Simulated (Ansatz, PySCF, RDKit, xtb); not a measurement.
**Isomers of C4H6O2, a sample narrowed down**

A sample of isomers of C4H6O2 is drawn. Aim: find which of them has the lowest free energy at 298.15 K, then its properties. The sample is small against all isomers, and the most stable one of this formula need not be in it.

Plan: many cheap relaxations first (GFN2-xTB), then density-functional screening, relaxation at PBE-D3(BJ)/def2-SVP, vibrations (at GFN2-xTB) and a final energy. The numbers are computed, not measured.

### Step 1. Drawing up candidates

Isomers were taken from a list of plausible structures; this is a sample, not all of them. That gives 3 candidates.

| label | SMILES | spin |
| --- | --- | --- |
| c454 | CO/C=C/C=O | singlet |
| c749 | C=C(C=O)OC | singlet |
| c929 | CO/C=C\C=O | singlet |

Candidates are built by distance geometry, with a force field where one applies, in up to four conformers (letters a to d).

**Question.** With final energies at CCSD(T)/def2-SVP + MP2/def2-TZVPP - MP2/def2-SVP, which structure will this search put lowest in free energy, and by what margin?

| quantity | value |
| --- | --- |
| lowest structure found | CO/C=C/C=O, singlet |
| next finalist | C=C(C=O)OC, singlet, 3.1 kcal/mol higher in G |
| share at equilibrium, among the finalists | 98.9 % |
| dipole moment (PBE0/def2-SVPD) | 4.38 D |
| HOMO energy (PBE0/def2-SVPD) | -7.33 eV |
| LUMO energy (PBE0/def2-SVPD) | -1.42 eV |
| HOMO–LUMO gap (PBE0/def2-SVPD) | 5.92 eV |
| lowest excitation (TD-PBE0/def2-SVPD) | 3.91 eV (f = 0.000) |
| strongest of the states computed, same level | 5.74 eV (f = 0.487) |
| lowest triplet excitation, same level, Tamm-Dancoff | 3.38 eV |
| vertical ionisation energy | 9.41 eV |
| vertical electron affinity | -0.55 eV (unbound: the value depends on the basis) |
| vertical triplet less singlet | +3.37 eV |

The lowest structure found is `CO/C=C/C=O`. The margin of 3.1 kcal/mol over the next finalist is beyond the usual error of the last level; it says nothing of structures that weren't ranked. GFN2-xTB, HF/STO-3G, r2SCAN-D4/def2-SVP, PBE-D3(BJ)/def2-SVP, HF/def2-SVP and MP2/def2-SVP already put its bonding pattern lowest among the structures in one piece. 2 minima inside the window were never screened. The search is not exhaustive (a finite list of starts, one conformer a finalist), so a lower isomer can't be ruled out. Only 3 drawn patterns were tried, so whole families of isomers are missing, and the result ranks this sample alone. The lowest isomer need not be the one that is made and kept in a bottle, which depends on barriers.
